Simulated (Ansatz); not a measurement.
`C#CC(C)N`: the same geometry under several functionals.

```yaml
crystal:
  periodic: [false, false, false]
  atoms:
    - {symbol: C, position_ang: [-0.913397, 1.987435, -0.915853]}
    - {symbol: C, position_ang: [-0.285904, 1.018609, -0.581957]}
    - {symbol: C, position_ang: [0.448012, -0.189335, -0.188817]}
    - {symbol: C, position_ang: [0.528948, -0.307932, 1.326843]}
    - {symbol: N, position_ang: [-0.109862, -1.416955, -0.747182]}
    - {symbol: H, position_ang: [-1.466636, 2.847093, -1.211838]}
    - {symbol: H, position_ang: [1.468296, -0.096805, -0.578682]}
    - {symbol: H, position_ang: [1.112565, -1.190877, 1.590545]}
    - {symbol: H, position_ang: [-0.472034, -0.409630, 1.753598]}
    - {symbol: H, position_ang: [0.992685, 0.577542, 1.763056]}
    - {symbol: H, position_ang: [-0.162683, -1.343927, -1.756424]}
    - {symbol: H, position_ang: [-1.063090, -1.530416, -0.419087]}
basis:
  gaussian: {orbitals: def2-TZVPP}
hamiltonian: {xc: {name: PBE-QIDH}}
```

```sh
$ ansatz run in.yaml --threads 4 --pin off --events-out ev --progress --plain --max-ram 10444MiB
```

It prints (some lines left out):

```
Functional definition: PBE-QIDH
1491 factors; integrals over basis functions are off by at most 1.2e-3 eV
mean field evaluation 1: about -5730.5672 eV, gradient 4.7e1 eV
mean field evaluation 2: about -5730.8019 eV, gradient 4.7e1 eV
mean field evaluation 4: about -5735.6161 eV, gradient 4.9e0 eV
mean field evaluation 8: about -5735.6773 eV, gradient 6.6e-1 eV
mean field evaluation 16: about -5735.6783 eV, gradient 3.4e-4 eV
mean field -5735.67832087 eV, -210.7822905095 hartree, gradient 5.5e-6 eV, S^2 0.000000; 0 other end points of the search recorded, 0 dependent functions left out
5 core orbitals not correlated: weight in the atoms' cores, before any rotation towards them, 1.000 or more for the frozen orbitals, at most 0.000 for the correlated occupied ones
reference -5735.67833310 eV, -210.7822909589 hartree; 14, 14 occupied and 234, 234 virtual orbitals, 1491 factors
second order -26.53289782 eV of doubles, -0.00000000 eV of singles
Total energy: -5744.52263237 eV, -211.1073129622 hartree
```

It took 4.4 s on 4 threads of an Arm Neoverse V2 on a shared host, with 0.66 GiB of host memory at the peak.

The same input with `hamiltonian: {xc: {name: r2SCANh}, dispersion: d4}` (abridged; 3.6 s):

```
Functional definition: r2SCANh
mean field evaluation 16: about -5748.5925 eV, gradient 3.2e-4 eV
mean field -5748.59246112 eV, -211.2568764102 hartree, gradient 2.5e-5 eV, S^2 0.000000
Total energy: -5748.64973374 eV, -211.2589811401 hartree
```

The same input with `hamiltonian: {xc: {name: wB97X-V}}` (abridged; 5.5 s):

```
Functional definition: wB97X-V
mean field evaluation 16: about -5750.6780 eV, gradient 1.4e-4 eV
mean field -5750.67800448 eV, -211.3335187151 hartree, gradient 2.4e-5 eV, S^2 0.000000
Total energy: -5750.67800250 eV, -211.3335186422 hartree
```

Changing it to `hamiltonian: {xc: hse06, dispersion: d4}` (abridged; 2.3 s):

```
Functional definition: HSE06
mean field evaluation 16: about -5745.0194 eV, gradient 2.2e-4 eV
mean field -5745.01939853 eV, -211.1255687820 hartree, gradient 3.9e-5 eV, S^2 0.000000
Total energy: -5745.18433669 eV, -211.1316301475 hartree
```

Changing it to `hamiltonian: {xc: {name: B3LYP}, dispersion: d4}` and forces (abridged; 3.5 s):

```
Functional definition: B3LYP
mean field evaluation 16: about -5752.6655 eV, gradient 4.4e-4 eV
mean field -5752.66549281 eV, -211.4065575641 hartree, gradient 3.0e-5 eV, S^2 0.000000
Total energy: -5753.00564206 eV, -211.4190578185 hartree
Atom 0 force    -0.031140     0.044716    -0.012968 eV/Å
Atom 1 force    -0.092060     0.175816    -0.070194 eV/Å
Atom 2 force     0.225896     0.182618    -0.047171 eV/Å
Atom 3 force     0.033935    -0.028673     0.241669 eV/Å
Atom 4 force    -0.127561    -0.193539    -0.131025 eV/Å
Atom 5 force     0.057545    -0.089225     0.030637 eV/Å
Atom 6 force    -0.052770    -0.013928     0.021670 eV/Å
Atom 7 force    -0.029709     0.050847     0.006954 eV/Å
Atom 8 force     0.050665     0.001966    -0.008871 eV/Å
Atom 9 force    -0.021629    -0.050672    -0.011022 eV/Å
Atom 10 force    -0.006911    -0.039656    -0.003322 eV/Å
Atom 11 force    -0.006260    -0.040270    -0.016357 eV/Å
Dipole moment:    -0.092728     0.074645    -0.035150 e Å
```

Changing it to `hamiltonian: {xc: {name: wB97M-V}}` and forces (abridged; 8 s):

```
Functional definition: wB97M-V
mean field evaluation 16: about -5749.7787 eV, gradient 1.4e-4 eV
mean field -5749.77866610 eV, -211.3004686391 hartree, gradient 6.7e-5 eV, S^2 0.000000
Total energy: -5749.77871395 eV, -211.3004703977 hartree
Atom 0 force     0.092412    -0.144628     0.055008 eV/Å
Atom 1 force    -0.285428     0.431945    -0.150933 eV/Å
Atom 2 force     0.336969    -0.058493     0.009433 eV/Å
Atom 3 force     0.015365    -0.023605     0.168604 eV/Å
Atom 4 force    -0.112580    -0.132077    -0.089031 eV/Å
Atom 5 force     0.045636    -0.063400     0.024318 eV/Å
Atom 6 force    -0.101925    -0.005065     0.037599 eV/Å
Atom 7 force    -0.047712     0.070852    -0.018195 eV/Å
Atom 8 force     0.060290     0.003704    -0.035338 eV/Å
Atom 9 force    -0.032909    -0.062484    -0.031756 eV/Å
Atom 10 force    -0.003328    -0.013722     0.046007 eV/Å
Atom 11 force     0.033209    -0.003027    -0.015715 eV/Å
Dipole moment:    -0.098455     0.085331    -0.037253 e Å
```

HSE06 is the plane-wave form, built on full-range PBE exchange.

B3LYP takes the VWN-RPA correlation (the form of Gaussian; ORCA's B3LYP/G).
